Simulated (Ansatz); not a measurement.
Input for Ansatz (development build ahead of 0.2.0):

```yaml
crystal:
  periodic: [false, false, false]
  atoms:
    - { symbol: B, position_ang: [0.0, 0.0, -0.87111] }
    - { symbol: P, position_ang: [0.0, 0.0, 0.87111] }
basis:
  gaussian: { orbitals: def2-SVP }
magnetization:
  initial_magnetization: 2
hamiltonian:
  xc: hf
correlation:
  method: ccsd_t
  frozen_orbitals: { B: 1, P: 5 }
scf:
  omitted_lower_state_checks: [stability, starts, atomic_configurations, cluster_reference, orbital_swaps, given_window_search, neighbouring_geometries, increment]
```

The input is written out in the form of the current development build from the run's settings. Correlation on restricted open-shell orbitals is semicanonical, with singles.

Results

* Converged: yes
* Reference energy: -365.15952 hartree
* Correlation energy: -0.18276 hartree
* Total energy: -365.34228 hartree
